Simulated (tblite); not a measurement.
Species: C₄H₈O (charge +1 and doublet state).
Cartesian coordinates in Å at the GFN2-xTB level; atoms count from 1:
```xyz
13
C4H8O angstrom
C      2.4831   -0.4604    0.0853
C      1.3241    0.0251    0.5490
C      0.0846    0.0841   -0.2722
O     -1.0057    0.5059    0.4436
C     -2.2949    0.2470   -0.0080
H      2.6200   -0.7641   -0.9414
H      3.3310   -0.5899    0.7394
H      1.2302    0.3989    1.5603
H      0.3110    0.8287   -1.0738
H     -0.1021   -0.8521   -0.8305
H     -2.8449    1.1975   -0.0408
H     -2.3297   -0.2559   -0.9768
H     -2.8110   -0.3643    0.7483
```

All values are computed: GFN2-xTB (tblite) harmonic vibrations without scaling, gas phase. This tight-binding method is rough: wavenumbers can miss measured ones by several per cent, in bad cases by 10 to 20. One conformer, not necessarily the lowest. Open shells enter through the occupations alone, without spin polarisation, and single modes of such species can be off by tens of per cent.

Harmonic wavenumbers (cm⁻¹): 51.2, 86.6, 105.7, 217.6, 429.0, 442.5, 510.2, 685.4, 886.4, 906.0, 947.4, 1009.4, 1025.2, 1064.6, 1089.6, 1140.3, 1163.6, 1215.1, 1255.0, 1289.6, 1339.5, 1361.1, 1364.0, 1408.3, 1566.3, 2662.8, 2816.9, 2868.2, 2916.0, 2990.7, 3069.6, 3086.6, 3119.8.

A = 26438, B = 2241, C = 2142 MHz; mass 72.058 u (most abundant isotopes); point group C1, symmetry number 1; spin multiplicity 2.

Zero-point energy?

½Σν̃ = 23045 cm⁻¹ = 65.89 kcal/mol.

Give the ideal-gas entropy at 350 K and 1 bar in the rigid-rotor, harmonic-oscillator model (classical rotation).

Translation 39.56, rotation 25.82, vibration 20.44, spin (R ln 2) 1.38: S = 87.2 cal/(mol K).

And Cp and H(350 K) − H(0)?

Cp = 28.14 cal/(mol K), of which vibrations give 20.19 (their classical limit is 33 R = 65.6); H(350 K) − H(0) = 6.34 kcal/mol without the zero-point energy, 3.56 from vibrations.

How do the functions run with temperature in this model?

```csv
T (K),S (cal/(mol K)),Cp (cal/(mol K)),H − H(0) (kcal/mol),G − H(0) (kcal/mol),ln q(vib)
50,53.7,11.9,0.48,-2.21,0.40
100,62.9,14.6,1.15,-5.14,1.29
298.15,83.0,24.8,4.97,-19.77,4.41
373.15,89.0,29.6,7.01,-26.22,5.51
500,98.8,36.9,11.24,-38.14,7.36
750,115.9,47.4,21.88,-65.03,10.99
1000,130.5,54.4,34.67,-95.87,14.45
```

q(vib) and H(0) count from the zero-point level.

Which modes carry the vibrational entropy at 350 K?

51.2 cm⁻¹: 5.09; 86.6 cm⁻¹: 4.05; 105.7 cm⁻¹: 3.66; 217.6 cm⁻¹: 2.27; 429.0 cm⁻¹: 1.10; 442.5 cm⁻¹: 1.05 cal/(mol K); the other 27 give 3.21 together.

Blend soft modes into free rotors: weight 1/[1 + (100 cm⁻¹/ν̃)⁴] for the oscillator and the rest for a rotor with moment μB/(μ + B), μ = h/(8π²ν), B = 10⁻⁴⁴ kg m². What vibrational entropy results?

18.24 cal/(mol K) in place of 20.44, which changes −T·S at 350 K by +0.77 kcal/mol.

What must be added to the electronic energy to get the Gibbs energy at 350 K and 1 bar?

ZPE + [H(350 K) − H(0)] − T·S = 65.89 + 6.34 − 30.52 = 41.71 kcal/mol.

Hindered rotation and anharmonicity are outside this model. Other conformers, if any are populated, would add a mixing term that is left out. The structure is chiral; the term R ln 2 for an equal mix with its mirror image is left out.
